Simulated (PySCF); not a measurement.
PySCF input (HF/def2-TZVPD):

```python
from pyscf import gto, scf, dft

mol = gto.M(
    atom='''
    F     1.21575768   -0.26497151   -0.06891347
    N     0.00093047    0.00291095    0.26044308
    F    -0.37945142    1.18437148   -0.07941355
    F    -0.83702995   -0.92166404   -0.05423982
    ''',
    basis='def2-tzvpd',
    charge=1,
    spin=1,
    verbose=4,
)

mf = scf.UHF(mol).density_fit(auxbasis='def2-universal-jkfit')
mf.conv_tol = 1e-9
mf.max_cycle = 100
mf.max_memory = 1500
mf.kernel()
if not mf.converged:
    mf = mf.newton()
    mf.kernel(mf.make_rdm1())
for _ in range(2):
    mo, _, stable, _ = mf.stability(return_status=True)
    if stable:
        break
    mf.kernel(mf.make_rdm1(mo, mf.mo_occ))
mf.analyze()
```

Output:

```
PySCF version 2.14.0

[INPUT] verbose = 4
[INPUT] num. atoms = 4
[INPUT] num. electrons = 33
[INPUT] charge = 1
[INPUT] spin (= nelec alpha-beta = 2S) = 1
[INPUT] symmetry False subgroup None
[INPUT] Mole.unit = angstrom
[INPUT] Symbol           X                Y                Z      unit          X                Y                Z       unit  Magmom
[INPUT]  1 F      1.215757680000  -0.264971510000  -0.068913470000 AA    2.297449049037  -0.500723584712  -0.130227584593 Bohr   0.0
[INPUT]  2 N      0.000930470000   0.002910950000   0.260443080000 AA    0.001758333467   0.005500898262   0.492166092238 Bohr   0.0
[INPUT]  3 F     -0.379451420000   1.184371480000  -0.079413550000 AA   -0.717059261377   2.238137726946  -0.150069860079 Bohr   0.0
[INPUT]  4 F     -0.837029950000  -0.921664040000  -0.054239820000 AA   -1.581757363558  -1.741692614460  -0.102498404846 Bohr   0.0

nuclear repulsion = 137.380760357652
number of shells = 55
number of NR pGTOs = 217
number of NR cGTOs = 157
basis = def2-tzvpd
ecp = {}

******** <class 'pyscf.df.df_jk.DFUHF'> ********
method = DFUHF
initial guess = minao
damping factor = 0
level_shift factor = 0
DIIS = <class 'pyscf.scf.diis.CDIIS'>
diis_start_cycle = 1
diis_space = 8
diis_damp = 0
SCF conv_tol = 1e-09
SCF conv_tol_grad = None
SCF max_cycles = 100
direct_scf = False
number electrons alpha = 17  beta = 16
Set gradient conv threshold to 3.16228e-05
******** <class 'pyscf.df.df.DF'> ********
auxbasis = def2-universal-jkfit
init E= -353.482692629682
  alpha nocc = 17  HOMO = -0.188040790486717  LUMO = 0.0737672718203232
  beta  nocc = 16  HOMO = -0.592405372370372  LUMO = -0.188040790486717

WARN: HOMO -0.188040790486717 >= LUMO -0.188040790486717

cycle= 1 E= -351.872572726673  delta_E= 1.61  |g|= 0.982  |ddm|= 1.25
  alpha nocc = 17  HOMO = -1.04784832073973  LUMO = -0.321443213487932
  beta  nocc = 16  HOMO = -1.08124979367104  LUMO = -0.613073236109745
  HOMO = -1.04784832074  LUMO = -0.61307323611  gap/eV = 11.83083
cycle= 2 E= -352.0935336515  delta_E= -0.221  |g|= 0.78  |ddm|= 0.912
  alpha nocc = 17  HOMO = -0.941659574829735  LUMO = -0.138678773198748
  beta  nocc = 16  HOMO = -1.06410156827684  LUMO = -0.381617988346079
  HOMO = -0.94165957483  LUMO = -0.381617988346  gap/eV = 15.23951
cycle= 3 E= -352.272006783777  delta_E= -0.178  |g|= 0.111  |ddm|= 0.309
  alpha nocc = 17  HOMO = -0.921070575581847  LUMO = -0.108290565249604
  beta  nocc = 16  HOMO = -1.02254202715252  LUMO = -0.326549546989732
  HOMO = -0.921070575582  LUMO = -0.32654954699  gap/eV = 16.17774
cycle= 4 E= -352.278057028984  delta_E= -0.00605  |g|= 0.0404  |ddm|= 0.0818
  alpha nocc = 17  HOMO = -0.932172691761131  LUMO = -0.10543138039889
  beta  nocc = 16  HOMO = -1.02860270031006  LUMO = -0.31196998843561
[...]
  beta  nocc = 16  HOMO = -1.03453718247107  LUMO = -0.307043945980741
  HOMO = -0.934018544108  LUMO = -0.307043945981  gap/eV = 17.06085
Extra cycle  E= -352.280918229351  delta_E= -1.17e-11  |g|= 1.99e-06  |ddm|= 2.65e-06
converged SCF energy = -352.280918229351  <S^2> = 0.76462991  2S+1 = 2.0145768
uhf_internal: lowest eigs of H = [0.49612136 0.49615231 0.53429109]
<class 'pyscf.df.df_jk.DFUHF'> wavefunction is stable in the internal stability analysis
**** SCF Summaries ****
Total Energy =                        -352.280918229351300
Nuclear Repulsion Energy =             137.380760357652292
One-electron Energy =                 -751.728509586737118
Two-electron Energy =                  262.066830999733554
Two-electron Coulomb Energy =          298.417527363701993
DFT Exchange-Correlation Energy =      -36.350696363968439
HOMO-LUMO gap [eV] =                    17.060847814383706
**** MO energy ****
                             alpha | beta                alpha | beta
MO #1   energy= -26.7626279413753  | -26.7561562996207  occ= 1 | 1
MO #2   energy= -26.7626279399253  | -26.7561562982032  occ= 1 | 1
MO #3   energy= -26.7625918918211  | -26.7561068579757  occ= 1 | 1
MO #4   energy= -16.3403436735584  | -16.300448790869   occ= 1 | 1
MO #5   energy= -2.20960661518481  | -2.17717626013087  occ= 1 | 1
MO #6   energy= -2.05033072312022  | -2.03300685229678  occ= 1 | 1
MO #7   energy= -2.05033072151932  | -2.03300685075711  occ= 1 | 1
MO #8   energy= -1.50013379565887  | -1.42182443675945  occ= 1 | 1
MO #9   energy= -1.27972483591942  | -1.23329503269691  occ= 1 | 1
MO #10  energy= -1.25192327252061  | -1.23329503261106  occ= 1 | 1
MO #11  energy= -1.25192327233083  | -1.15400816109341  occ= 1 | 1
MO #12  energy= -1.10533306462044  | -1.06301372131729  occ= 1 | 1
MO #13  energy= -1.10533306423277  | -1.063013721155    occ= 1 | 1
MO #14  energy= -1.05044493701441  | -1.03591265571531  occ= 1 | 1
MO #15  energy= -1.05044493643693  | -1.03591265524432  occ= 1 | 1
MO #16  energy= -1.04023277755244  | -1.03453718247107  occ= 1 | 1
MO #17  energy= -0.934018544108312 | -0.307043945980741 occ= 1 | 0
MO #18  energy= -0.120038943383928 | -0.103674265442248 occ= 0 | 0
MO #19  energy= -0.0679418388437332 | -0.0621554996710073 occ= 0 | 0
MO #20  energy= -0.0679418387653862 | -0.0621554996379719 occ= 0 | 0
MO #21  energy= -0.0650745867751126 | -0.0586241897116862 occ= 0 | 0
MO #22  energy= -0.0573940136766776 | -0.0336425978090918 occ= 0 | 0
MO #23  energy= -0.014322038007439 | -0.0041698652322655 occ= 0 | 0
MO #24  energy= -0.0143220373789163 | -0.00416986500316744 occ= 0 | 0
MO #25  energy= 0.00650042706597896 | 0.00837976229346765 occ= 0 | 0
MO #26  energy= 0.00650042711166783 | 0.00837976235096713 occ= 0 | 0
MO #27  energy= 0.0112038159547443 | 0.0152857841934899 occ= 0 | 0
MO #28  energy= 0.0226404343801369 | 0.0511038382989471 occ= 0 | 0
MO #29  energy= 0.0226404347532482 | 0.051103838961147  occ= 0 | 0
MO #30  energy= 0.075825819224125  | 0.0758477255209841 occ= 0 | 0
MO #31  energy= 0.132717451522144  | 0.135030617197117  occ= 0 | 0
MO #32  energy= 0.162865758607586  | 0.168395650417307  occ= 0 | 0
MO #33  energy= 0.162865758958141  | 0.168395650893061  occ= 0 | 0
MO #34  energy= 0.235810470171068  | 0.241840344356799  occ= 0 | 0
MO #35  energy= 0.246167419369822  | 0.248016727697436  occ= 0 | 0
MO #36  energy= 0.246167419477877  | 0.248016727826795  occ= 0 | 0
MO #37  energy= 0.301067830113597  | 0.301977296206802  occ= 0 | 0
MO #38  energy= 0.301067830150676  | 0.30197729626796   occ= 0 | 0
MO #39  energy= 0.30793084394954   | 0.334528737308873  occ= 0 | 0
MO #40  energy= 0.335270442828936  | 0.339493952005877  occ= 0 | 0
MO #41  energy= 0.368272969256497  | 0.369775265748715  occ= 0 | 0
MO #42  energy= 0.368272969472082  | 0.369775266002322  occ= 0 | 0
MO #43  energy= 0.404186776847059  | 0.414884891328157  occ= 0 | 0
MO #44  energy= 0.464702606679985  | 0.467316386674796  occ= 0 | 0
MO #45  energy= 0.464702606985336  | 0.467316386967336  occ= 0 | 0
MO #46  energy= 0.479646274634033  | 0.481713331727973  occ= 0 | 0
MO #47  energy= 0.479646274772553  | 0.48171333182394   occ= 0 | 0
MO #48  energy= 0.528353623937302  | 0.528321607413936  occ= 0 | 0
MO #49  energy= 0.548417716562265  | 0.548639049747715  occ= 0 | 0
MO #50  energy= 0.555533139760816  | 0.56548129662739   occ= 0 | 0
MO #51  energy= 0.565018103043761  | 0.565481296707258  occ= 0 | 0
MO #52  energy= 0.565018103134821  | 0.571534367903765  occ= 0 | 0
MO #53  energy= 0.596676349718862  | 0.599347171505948  occ= 0 | 0
MO #54  energy= 0.596676350309759  | 0.599347172084179  occ= 0 | 0
MO #55  energy= 0.691220380769467  | 0.696163396208573  occ= 0 | 0
MO #56  energy= 0.691220380968108  | 0.696163396441261  occ= 0 | 0
MO #57  energy= 0.710754241304871  | 0.713637740120617  occ= 0 | 0
MO #58  energy= 0.933380905873429  | 0.943853710501117  occ= 0 | 0
MO #59  energy= 0.93338090619793   | 0.943853710610672  occ= 0 | 0
MO #60  energy= 0.943464443397569  | 0.9502314413595    occ= 0 | 0
MO #61  energy= 0.945890558658237  | 0.954243214139466  occ= 0 | 0
MO #62  energy= 0.945890558854314  | 0.95424321424337   occ= 0 | 0
MO #63  energy= 0.978430215347249  | 0.99733834658258   occ= 0 | 0
MO #64  energy= 1.07846675618824   | 1.08299410703648   occ= 0 | 0
MO #65  energy= 1.07846675628572   | 1.08299410712618   occ= 0 | 0
MO #66  energy= 1.12970963993708   | 1.13013307805285   occ= 0 | 0
MO #67  energy= 1.13989358206615   | 1.15013838813136   occ= 0 | 0
MO #68  energy= 1.28400581124288   | 1.29757870181341   occ= 0 | 0
MO #69  energy= 1.28400581150617   | 1.29757870208502   occ= 0 | 0
MO #70  energy= 1.33245074641201   | 1.36614151986634   occ= 0 | 0
MO #71  energy= 1.40162877704823   | 1.4104025238305    occ= 0 | 0
MO #72  energy= 1.40162877705421   | 1.41040252384625   occ= 0 | 0
MO #73  energy= 1.50353396702177   | 1.51447045328779   occ= 0 | 0
MO #74  energy= 1.50353396838026   | 1.51447045464418   occ= 0 | 0
MO #75  energy= 1.93615135818149   | 2.04136569510197   occ= 0 | 0
MO #76  energy= 2.1153614034844    | 2.11880960172779   occ= 0 | 0
MO #77  energy= 2.13458448057691   | 2.13910254384326   occ= 0 | 0
MO #78  energy= 2.1345844815259    | 2.13910254473932   occ= 0 | 0
MO #79  energy= 2.1776805364918    | 2.18334065519903   occ= 0 | 0
MO #80  energy= 2.17768053684113   | 2.1833406554684    occ= 0 | 0
MO #81  energy= 2.18152742149036   | 2.19462810120809   occ= 0 | 0
MO #82  energy= 2.19312309850261   | 2.20398075813398   occ= 0 | 0
MO #83  energy= 2.37283216864548   | 2.39166296485357   occ= 0 | 0
MO #84  energy= 2.37283216928944   | 2.39166296555752   occ= 0 | 0
MO #85  energy= 2.49758282957697   | 2.51935841055352   occ= 0 | 0
MO #86  energy= 2.56519580676132   | 2.58056858350587   occ= 0 | 0
MO #87  energy= 2.56519581048065   | 2.58056858725423   occ= 0 | 0
MO #88  energy= 2.62068214541156   | 2.64099525775879   occ= 0 | 0
MO #89  energy= 2.86528789203519   | 2.87928425996449   occ= 0 | 0
MO #90  energy= 2.8652878927851    | 2.87928426072712   occ= 0 | 0
MO #91  energy= 2.91761328581718   | 2.92371481397182   occ= 0 | 0
MO #92  energy= 3.19351289459675   | 3.20386944070718   occ= 0 | 0
MO #93  energy= 3.19351289689666   | 3.20386944299545   occ= 0 | 0
MO #94  energy= 3.47537867250297   | 3.48882262910874   occ= 0 | 0
MO #95  energy= 3.47537867298429   | 3.48882262975531   occ= 0 | 0
MO #96  energy= 3.5114803287922    | 3.51429778611022   occ= 0 | 0
MO #97  energy= 3.60598452169566   | 3.63462065085195   occ= 0 | 0
MO #98  energy= 3.72174926138728   | 3.74460978567059   occ= 0 | 0
MO #99  energy= 3.72174926343357   | 3.74460978758029   occ= 0 | 0
MO #100 energy= 3.96835685399747   | 3.97918643101584   occ= 0 | 0
MO #101 energy= 4.01858289059447   | 4.02418418868127   occ= 0 | 0
MO #102 energy= 4.01858289540845   | 4.02418419347273   occ= 0 | 0
MO #103 energy= 4.18334127315163   | 4.21872687718152   occ= 0 | 0
MO #104 energy= 4.26234564015327   | 4.2999359902653    occ= 0 | 0
[...]
```
